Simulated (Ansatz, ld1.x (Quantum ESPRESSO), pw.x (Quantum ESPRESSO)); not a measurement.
# pw.x on diamond Os: one setting changed

Potential: PAW, ld1.x (Quantum ESPRESSO) 7.5, PBEsol; core [Kr] 4d10 4f14, reference 5s2 5p6 5d6 6s2 6p0; waves: 5s (bound): rcut 1.30, rcutus 1.40 bohr; 6s (bound): rcut 1.30, rcutus 1.40 bohr; 5p (bound): rcut 2.10, rcutus 2.20 bohr; 6p (bound, empty): rcut 2.10, rcutus 2.20 bohr; 5d (bound): rcut 2.25, rcutus 2.70 bohr; 5d channel at 0.2 Ry: rcut 2.25, rcutus 2.70 bohr; local part: all-electron potential smoothed inside 2.15 bohr (lloc = -1); core correction: Bessel-smoothed model core, default radius (core density twice the valence density); augmentation: BESSEL, radius 1.50 bohr.

The reference run (k-mesh 8³, cutoffs 60/480 Ry, Fermi–Dirac 0.01 Ry, mixing_beta 0.4, conv_thr 1e-9, no spin) gives -1.78 GPa at 20.823 Å³/atom, where all-electron LAPW gives 0.05 GPa. This run, with its own iteration cap, changes ecutrho/ecutwfc to 2.

```
&control
  calculation='scf', prefix='x', pseudo_dir='./', outdir='./tmp', tstress=.true., disk_io='none'
/
&system
  ibrav=0, nat=2, ntyp=1, ecutwfc=60, ecutrho=120, nbnd=26,
  occupations='smearing', smearing='fd', degauss=0.01
/
&electrons
  conv_thr=1e-09, mixing_beta=0.4, electron_maxstep=50
/
ATOMIC_SPECIES
Os 1.0 Os.UPF
CELL_PARAMETERS angstrom
  0.00000000 2.75115103 2.75115103
  2.75115103 0.00000000 2.75115103
  2.75115103 2.75115103 0.00000000
ATOMIC_POSITIONS crystal
Os 0.0000 0.0000 0.0000
Os 0.2500 0.2500 0.2500
K_POINTS automatic
8 8 8 0 0 0
```

```bash
pw.x < Os.scf.in > Os.scf.out
```

Problem. How does the run end?

Solution. It converges in 16 iterations; the free energy moves by -392.7 meV/atom and the pressure by +10.39 GPa. Below 4 the density is truncated and F is no longer variational, so a small shift in one case is no licence.

```
Message from routine set_cutoff:
     ecutrho < 4*ecutwfc, are you sure?
     Message from routine setup:
     using ibrav=0 with symmetry is DISCOURAGED, use correct ibrav instead
     lattice parameter (alat)  =       7.3524  a.u.
     unit-cell volume          =     281.0411 (a.u.)^3
     number of electrons       =        32.00
     number of Kohn-Sham states=           26
     kinetic-energy cutoff     =      60.0000  Ry
     charge density cutoff     =     120.0000  Ry
     scf convergence threshold =      1.0E-09
     Exchange-correlation= SLA  PW   PSX  PSC
     number of k points=    29  Fermi-Dirac smearing, width (Ry)=  0.0100
     iteration #  1     ecut=    60.00 Ry     beta= 0.40
     total energy              =   -1647.07043746 Ry
     estimated scf accuracy    <       0.09748576 Ry
     iteration #  2     ecut=    60.00 Ry     beta= 0.40
     total energy              =   -1647.08850454 Ry
     estimated scf accuracy    <       0.03132096 Ry
     iteration #  3     ecut=    60.00 Ry     beta= 0.40
     total energy              =   -1647.09299003 Ry
     estimated scf accuracy    <       0.00126470 Ry
     [... 10 iterations left out ...]
     iteration # 14     ecut=    60.00 Ry     beta= 0.40
     total energy              =   -1647.09475671 Ry
     estimated scf accuracy    <       0.00000010 Ry
     iteration # 15     ecut=    60.00 Ry     beta= 0.40
     total energy              =   -1647.09475673 Ry
     estimated scf accuracy    <       0.00000002 Ry
     iteration # 16     ecut=    60.00 Ry     beta= 0.40
     the Fermi energy is    13.8964 ev
!    total energy              =   -1647.09475674 Ry
     estimated scf accuracy    <          2.2E-10 Ry
     smearing contrib. (-TS)   =      -0.00728446 Ry
     convergence has been achieved in  16 iterations
          total   stress  (Ry/bohr**3)                   (kbar)     P=       86.12
     Message from routine punch:
     Nothing written, as per user request (disk_io='none')
```

The run took about 42 s on one core of a shared host (Neoverse-V1, 32 threads, 247 GiB, load 15).
